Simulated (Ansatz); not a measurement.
## Ansatz (development build ahead of 0.2.0) run

```yaml
crystal:
  periodic: [false, false, false]
  atoms:
    - { symbol: S, position_ang: [-0.0045, -0.00651, -0.07388] }
    - { symbol: H, position_ang: [-0.00944, -0.0023, 1.28242] }
basis:
  gaussian: { orbitals: cc-pVDZ }
total_charge: -1
hamiltonian:
  xc: hf
correlation:
  method: mp2
  frozen_orbitals: { H: 0, S: 5 }
```

The input is written out in the form of the current development build from the run's settings.

Output:

```json
{
  "Converged": "yes",
  "Reference energy": "-398.10765 hartree",
  "Correlation energy": "-0.13730 hartree",
  "Total energy": "-398.24495 hartree",
  "Spin squared of the determinant": "0.000"
}
```

Caution: no diffuse functions for an anion.
